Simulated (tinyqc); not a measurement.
Worked calculation: UHF in the sto-6g basis, for H2O, spin multiplicity 1. One step of it, computed by the program tinyqc.

Question. Iteration 2: diagonalisation and new density. Diagonalise F' = X^T F X, C = X C', fill 5 alpha and 5 beta electrons from the bottom; D(s) = C_occ C_occ^T. Each column has its largest component positive (the first on a tie).

F(alpha) (hartree), order 1O 1s, 1O 2s, 1O 2px, 1O 2py, 1O 2pz, 2H 1s, 3H 1s:
```
[[-20.480463, -4.960753, 0.000000, 0.000000, -0.028726, -0.932210, -0.932210],
 [-4.960753, -2.274239, 0.000000, 0.000000, -0.085420, -0.846182, -0.846182],
 [0.000000, 0.000000, -0.327445, 0.123819, 0.000000, -0.027459, 0.027459],
 [0.000000, 0.000000, 0.123819, -0.272927, 0.000000, -0.365880, 0.365880],
 [-0.028726, -0.085420, 0.000000, 0.000000, -0.324747, -0.321074, -0.321074],
 [-0.932210, -0.846182, -0.027459, -0.365880, -0.321074, -0.452595, -0.277429],
 [-0.932210, -0.846182, 0.027459, 0.365880, -0.321074, -0.277429, -0.452595]]
```

F(beta) (hartree), order 1O 1s, 1O 2s, 1O 2px, 1O 2py, 1O 2pz, 2H 1s, 3H 1s:
```
[[-20.480463, -4.960753, 0.000000, 0.000000, -0.028726, -0.932210, -0.932210],
 [-4.960753, -2.274239, 0.000000, 0.000000, -0.085420, -0.846182, -0.846182],
 [0.000000, 0.000000, -0.327445, -0.123819, 0.000000, 0.027459, -0.027459],
 [0.000000, 0.000000, -0.123819, -0.272927, 0.000000, -0.365880, 0.365880],
 [-0.028726, -0.085420, 0.000000, 0.000000, -0.324747, -0.321074, -0.321074],
 [-0.932210, -0.846182, 0.027459, -0.365880, -0.321074, -0.452595, -0.277429],
 [-0.932210, -0.846182, -0.027459, 0.365880, -0.321074, -0.277429, -0.452595]]
```

X, order 1O 1s, 1O 2s, 1O 2px, 1O 2py, 1O 2pz, 2H 1s, 3H 1s:
```
[[1.022470, -0.134064, 0.000000, 0.000000, -0.007400, 0.018079, 0.018079],
 [-0.134064, 1.175510, 0.000000, 0.000000, 0.079465, -0.239202, -0.239202],
 [0.000000, 0.000000, 1.000000, 0.000000, 0.000000, 0.000000, 0.000000],
 [0.000000, 0.000000, 0.000000, 1.082212, 0.000000, -0.188052, 0.188052],
 [-0.007400, 0.079465, 0.000000, 0.000000, 1.040834, -0.123330, -0.123330],
 [0.018079, -0.239202, 0.000000, -0.188052, -0.123330, 1.145612, -0.065640],
 [0.018079, -0.239202, 0.000000, 0.188052, -0.123330, -0.065640, 1.145612]]
```

Give: F' = X^T F X; orbital energies; coefficients C; F' = X^T F X; orbital energies; coefficients C; D(alpha) after iteration 2; D(beta) after iteration 2.

Answer.

F' = X^T F X (alpha) (hartree):
```
[[-20.1529, -2.5118, 0.0000, 0.0000, -0.0494, -0.1349, -0.1349],
 [-2.5118, -1.1915, 0.0000, 0.0000, 0.1018, -0.4447, -0.4447],
 [0.0000, 0.0000, -0.3274, 0.1443, 0.0000, -0.0565, 0.0565],
 [0.0000, 0.0000, 0.1443, -0.0342, 0.0000, -0.4100, 0.4100],
 [-0.0494, 0.1018, 0.0000, 0.0000, -0.2027, -0.2911, -0.2911],
 [-0.1349, -0.4447, -0.0565, -0.4100, -0.2911, -0.0146, -0.0717],
 [-0.1349, -0.4447, 0.0565, 0.4100, -0.2911, -0.0717, -0.0146]]
```

orbital energies (alpha) (hartree): [-20.4836, -1.2004, -0.5817, -0.4391, -0.3420, 0.4897, 0.6191]

coefficients C (alpha), order 1O 1s, 1O 2s, 1O 2px, 1O 2py, 1O 2pz, 2H 1s, 3H 1s:
```
[[0.9967, -0.2225, 0.0000, 0.0888, 0.0000, -0.1153, 0.0000],
 [0.0150, 0.8537, 0.0000, -0.4769, 0.0000, 0.7511, 0.0000],
 [0.0000, 0.0000, -0.2162, 0.0000, 0.9625, 0.0000, 0.1637],
 [0.0000, 0.0000, 0.6262, 0.0000, -0.0161, 0.0000, 0.9217],
 [0.0028, 0.1000, 0.0000, 0.7871, 0.0000, 0.7005, 0.0000],
 [-0.0031, 0.1636, 0.4108, 0.2823, 0.2187, -0.7413, -0.7432],
 [-0.0031, 0.1636, -0.4108, 0.2823, -0.2187, -0.7413, 0.7432]]
```

F' = X^T F X (beta) (hartree):
```
[[-20.1529, -2.5118, 0.0000, 0.0000, -0.0494, -0.1349, -0.1349],
 [-2.5118, -1.1915, 0.0000, 0.0000, 0.1018, -0.4447, -0.4447],
 [0.0000, 0.0000, -0.3274, -0.1443, 0.0000, 0.0565, -0.0565],
 [0.0000, 0.0000, -0.1443, -0.0342, 0.0000, -0.4100, 0.4100],
 [-0.0494, 0.1018, 0.0000, 0.0000, -0.2027, -0.2911, -0.2911],
 [-0.1349, -0.4447, 0.0565, -0.4100, -0.2911, -0.0146, -0.0717],
 [-0.1349, -0.4447, -0.0565, 0.4100, -0.2911, -0.0717, -0.0146]]
```

orbital energies (beta) (hartree): [-20.4836, -1.2004, -0.5817, -0.4391, -0.3420, 0.4897, 0.6191]

coefficients C (beta), order 1O 1s, 1O 2s, 1O 2px, 1O 2py, 1O 2pz, 2H 1s, 3H 1s:
```
[[0.9967, -0.2225, 0.0000, 0.0888, 0.0000, -0.1153, 0.0000],
 [0.0150, 0.8537, 0.0000, -0.4769, 0.0000, 0.7511, 0.0000],
 [0.0000, 0.0000, 0.2162, 0.0000, 0.9625, 0.0000, -0.1637],
 [0.0000, 0.0000, 0.6262, 0.0000, 0.0161, 0.0000, 0.9217],
 [0.0028, 0.1000, 0.0000, 0.7871, 0.0000, 0.7005, 0.0000],
 [-0.0031, 0.1636, 0.4108, 0.2823, -0.2187, -0.7413, -0.7432],
 [-0.0031, 0.1636, -0.4108, 0.2823, 0.2187, -0.7413, 0.7432]]
```

D(alpha) after iteration 2, order 1O 1s, 1O 2s, 1O 2px, 1O 2py, 1O 2pz, 2H 1s, 3H 1s:
```
[[1.0508, -0.2173, 0.0000, 0.0000, 0.0504, -0.0145, -0.0145],
 [-0.2173, 0.9565, 0.0000, 0.0000, -0.2900, 0.0050, 0.0050],
 [0.0000, 0.0000, 0.9732, -0.1509, 0.0000, 0.1217, -0.1217],
 [0.0000, 0.0000, -0.1509, 0.3924, 0.0000, 0.2537, -0.2537],
 [0.0504, -0.2900, 0.0000, 0.0000, 0.6295, 0.2385, 0.2385],
 [-0.0145, 0.0050, 0.1217, 0.2537, 0.2385, 0.3230, -0.1101],
 [-0.0145, 0.0050, -0.1217, -0.2537, 0.2385, -0.1101, 0.3230]]
```

D(beta) after iteration 2, order 1O 1s, 1O 2s, 1O 2px, 1O 2py, 1O 2pz, 2H 1s, 3H 1s:
```
[[1.0508, -0.2173, 0.0000, 0.0000, 0.0504, -0.0145, -0.0145],
 [-0.2173, 0.9565, 0.0000, 0.0000, -0.2900, 0.0050, 0.0050],
 [0.0000, 0.0000, 0.9732, 0.1509, 0.0000, -0.1217, 0.1217],
 [0.0000, 0.0000, 0.1509, 0.3924, 0.0000, 0.2537, -0.2537],
 [0.0504, -0.2900, 0.0000, 0.0000, 0.6295, 0.2385, 0.2385],
 [-0.0145, 0.0050, -0.1217, 0.2537, 0.2385, 0.3230, -0.1101],
 [-0.0145, 0.0050, 0.1217, -0.2537, 0.2385, -0.1101, 0.3230]]
```
